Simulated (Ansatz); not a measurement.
A first, cheap relaxation of C$_{2}$H$_{2}$FN, SMILES `N=C=CF`.

```yaml
crystal:
  periodic: [false, false, false]
  atoms:
    - {symbol: N, position_ang: [-0.513700, 1.269000, -0.710300]}
    - {symbol: C, position_ang: [-0.192700, 0.409400, -0.073600]}
    - {symbol: C, position_ang: [0.187200, -0.575300, 0.639200]}
    - {symbol: F, position_ang: [0.805800, -1.688500, 0.112100]}
    - {symbol: H, position_ang: [-0.444100, 1.122300, -1.743600]}
    - {symbol: H, position_ang: [0.199600, -0.600900, 1.730000]}
basis:
  gaussian: {orbitals: def2-SVP}
hamiltonian: {xc: pbe, dispersion: d4}
relax: {f_tol: 0.03, max_steps: 200}
```

```sh
$ ansatz run in.yaml --threads 2 --pin off --events-out ev --progress --plain --max-ram 4352MiB
```

It prints (some lines left out):

```
Functional definition: PBE
  name "PBE"
  cite "Perdew, Burke & Ernzerhof, Phys. Rev. Lett. 77, 3865 (1996) doi:10.1103/PhysRevLett.77.3865"
  parent pbe
  parameter kappa = 0.804
  parameter beta = 0.06672455060314922
  exchange = pbe_x(kappa = kappa, mu = beta*pi^2/3)
  correlation = pbe_c(beta = beta)
mean field -6297.29732363 eV, -231.4214081820 hartree, gradient 4.0e-5 eV, S^2 0.000000; 1 other end points of the search recorded, 0 dependent functions left out
the calculation of the forces begins
relax step   1: F+E_penalty+E_count = -6297.37396221 eV  Δ(F+E_penalty+E_count) = +0.000e0 eV  max|allowed force component| = 9.738e0 eV/Å  Δτ_max = 0.0000 Å  (40 SCF iters, accepted)
these checks for a lower state are left out or cut short: starts, cluster_reference, orbital_swaps, neighbouring_geometries, increment
mean field -6298.65331228 eV, -231.4712398456 hartree, gradient 1.5e-5 eV, S^2 0.000000; 0 other end points of the search recorded, 0 dependent functions left out
the calculation of the forces begins
relax step   2: F+E_penalty+E_count = -6298.72828477 eV  Δ(F+E_penalty+E_count) = -1.354e0 eV  max|allowed force component| = 2.015e0 eV/Å  Δτ_max = 0.1939 Å  (35 SCF iters, accepted)
these checks for a lower state are left out or cut short: starts, cluster_reference, orbital_swaps, neighbouring_geometries, increment
mean field -6299.16444440 eV, -231.4900236047 hartree, gradient 9.3e-6 eV, S^2 0.000000; 0 other end points of the search recorded, 0 dependent functions left out
the calculation of the forces begins
relax step   3: F+E_penalty+E_count = -6299.23905552 eV  Δ(F+E_penalty+E_count) = -5.108e-1 eV  max|allowed force component| = 1.926e0 eV/Å  Δτ_max = 0.1954 Å  (36 SCF iters, accepted)
these checks for a lower state are left out or cut short: starts, cluster_reference, orbital_swaps, neighbouring_geometries, increment
mean field -6299.34871343 eV, -231.4967953667 hartree, gradient 8.9e-6 eV, S^2 0.000000; 0 other end points of the search recorded, 0 dependent functions left out
the calculation of the forces begins
relax step   4: F+E_penalty+E_count = -6299.42351261 eV  Δ(F+E_penalty+E_count) = -1.845e-1 eV  max|allowed force component| = 1.941e0 eV/Å  Δτ_max = 0.1951 Å  (36 SCF iters, accepted)
these checks for a lower state are left out or cut short: starts, cluster_reference, orbital_swaps, neighbouring_geometries, increment
mean field -6299.49283876 eV, -231.5020918749 hartree, gradient 1.2e-5 eV, S^2 0.000000; 0 other end points of the search recorded, 0 dependent functions left out
the calculation of the forces begins
relax step   5: F+E_penalty+E_count = -6299.56766801 eV  Δ(F+E_penalty+E_count) = -1.442e-1 eV  max|allowed force component| = 8.468e-1 eV/Å  Δτ_max = 0.0865 Å  (28 SCF iters, accepted)
these checks for a lower state are left out or cut short: starts, cluster_reference, orbital_swaps, neighbouring_geometries, increment
mean field -6299.51897451 eV, -231.5030523458 hartree, gradient 8.2e-6 eV, S^2 0.000000; 0 other end points of the search recorded, 0 dependent functions left out
the calculation of the forces begins
relax step   6: F+E_penalty+E_count = -6299.59390528 eV  Δ(F+E_penalty+E_count) = -2.624e-2 eV  max|allowed force component| = 7.068e-1 eV/Å  Δτ_max = 0.0301 Å  (31 SCF iters, accepted)
these checks for a lower state are left out or cut short: starts, cluster_reference, orbital_swaps, neighbouring_geometries, increment
mean field -6299.54003129 eV, -231.5038261681 hartree, gradient 2.7e-5 eV, S^2 0.000000; 0 other end points of the search recorded, 0 dependent functions left out
the calculation of the forces begins
relax step   7: F+E_penalty+E_count = -6299.61496208 eV  Δ(F+E_penalty+E_count) = -2.106e-2 eV  max|allowed force component| = 4.052e-1 eV/Å  Δτ_max = 0.0385 Å  (29 SCF iters, accepted)
these checks for a lower state are left out or cut short: starts, cluster_reference, orbital_swaps, neighbouring_geometries, increment
mean field -6299.53877868 eV, -231.5037801358 hartree, gradient 1.8e-5 eV, S^2 0.000000; 0 other end points of the search recorded, 0 dependent functions left out
the calculation of the forces begins
relax step   8: F+E_penalty+E_count = -6299.61377437 eV  Δ(F+E_penalty+E_count) = +1.188e-3 eV  max|allowed force component| = 3.543e-1 eV/Å  Δτ_max = 0.0526 Å  (29 SCF iters, rejected (line search))
these checks for a lower state are left out or cut short: starts, cluster_reference, orbital_swaps, neighbouring_geometries, increment
mean field -6299.54978653 eV, -231.5041846668 hartree, gradient 8.2e-6 eV, S^2 0.000000; 0 other end points of the search recorded, 0 dependent functions left out
the calculation of the forces begins
relax step   9: F+E_penalty+E_count = -6299.62472620 eV  Δ(F+E_penalty+E_count) = -9.764e-3 eV  max|allowed force component| = 1.041e-1 eV/Å  Δτ_max = 0.0258 Å  (31 SCF iters, accepted)
these checks for a lower state are left out or cut short: starts, cluster_reference, orbital_swaps, neighbouring_geometries, increment
mean field -6299.54823340 eV, -231.5041275902 hartree, gradient 8.2e-6 eV, S^2 0.000000; 0 other end points of the search recorded, 0 dependent functions left out
the calculation of the forces begins
relax step  10: F+E_penalty+E_count = -6299.62295355 eV  Δ(F+E_penalty+E_count) = +1.773e-3 eV  max|allowed force component| = 3.095e-1 eV/Å  Δτ_max = 0.0443 Å  (31 SCF iters, rejected (line search))
these checks for a lower state are left out or cut short: starts, cluster_reference, orbital_swaps, neighbouring_geometries, increment
mean field -6299.55266687 eV, -231.5042905172 hartree, gradient 8.3e-6 eV, S^2 0.000000; 0 other end points of the search recorded, 0 dependent functions left out
the calculation of the forces begins
relax step  11: F+E_penalty+E_count = -6299.62749353 eV  Δ(F+E_penalty+E_count) = -2.767e-3 eV  max|allowed force component| = 4.357e-2 eV/Å  Δτ_max = 0.0216 Å  (31 SCF iters, accepted)
these checks for a lower state are left out or cut short: starts, cluster_reference, orbital_swaps, neighbouring_geometries, increment
mean field -6299.55300129 eV, -231.5043028070 hartree, gradient 8.4e-6 eV, S^2 0.000000; 0 other end points of the search recorded, 0 dependent functions left out
the calculation of the forces begins
relax step  12: F+E_penalty+E_count = -6299.62774736 eV  Δ(F+E_penalty+E_count) = -2.538e-4 eV  max|allowed force component| = 5.165e-2 eV/Å  Δτ_max = 0.0164 Å  (31 SCF iters, accepted)
these checks for a lower state are left out or cut short: starts, cluster_reference, orbital_swaps, neighbouring_geometries, increment
mean field -6299.55246171 eV, -231.5042829779 hartree, gradient 8.4e-6 eV, S^2 0.000000; 0 other end points of the search recorded, 0 dependent functions left out
the calculation of the forces begins
relax step  13: F+E_penalty+E_count = -6299.62719177 eV  Δ(F+E_penalty+E_count) = +5.556e-4 eV  max|allowed force component| = 5.792e-2 eV/Å  Δτ_max = 0.0107 Å  (32 SCF iters, rejected (line search))
these checks for a lower state are left out or cut short: starts, cluster_reference, orbital_swaps, neighbouring_geometries, increment
mean field -6299.55321427 eV, -231.5043106339 hartree, gradient 8.4e-6 eV, S^2 0.000000; 0 other end points of the search recorded, 0 dependent functions left out
the calculation of the forces begins
relax step  14: F+E_penalty+E_count = -6299.62796676 eV  Δ(F+E_penalty+E_count) = -2.194e-4 eV  max|allowed force component| = 2.210e-2 eV/Å  Δτ_max = 0.0052 Å  (31 SCF iters, accepted)
mean field -6299.55321427 eV, -231.5043106339 hartree, gradient 1.9e-5 eV, S^2 0.000000; 1 other end points of the search recorded, 0 dependent functions left out
the calculation of the forces begins
Total energy: -6299.62798930 eV, -231.5070585655 hartree
Atom 0 at    -0.138090     1.322962    -0.936830 Å, force    -0.009857    -0.021783     0.013551 eV/Å
Atom 1 at    -0.006707     0.325635    -0.212394 Å, force    -0.003027     0.019194    -0.022104 eV/Å
Atom 2 at     0.268836    -0.644728     0.655045 Å, force     0.001476     0.008215    -0.005870 eV/Å
Atom 3 at     1.024815    -1.716882     0.325005 Å, force    -0.000407    -0.001604    -0.004660 eV/Å
Atom 4 at    -0.971593     1.299131    -1.555859 Å, force     0.016090    -0.006474     0.012963 eV/Å
Atom 5 at    -0.135161    -0.650117     1.678833 Å, force    -0.004275     0.002451     0.006120 eV/Å
Dipole moment:    -0.387735     0.049784    -0.012417 e Å
```

It took 8.5 s on 2 threads of an Intel Xeon 6975P-C on a shared host, with 0.14 GiB of host memory at the peak.
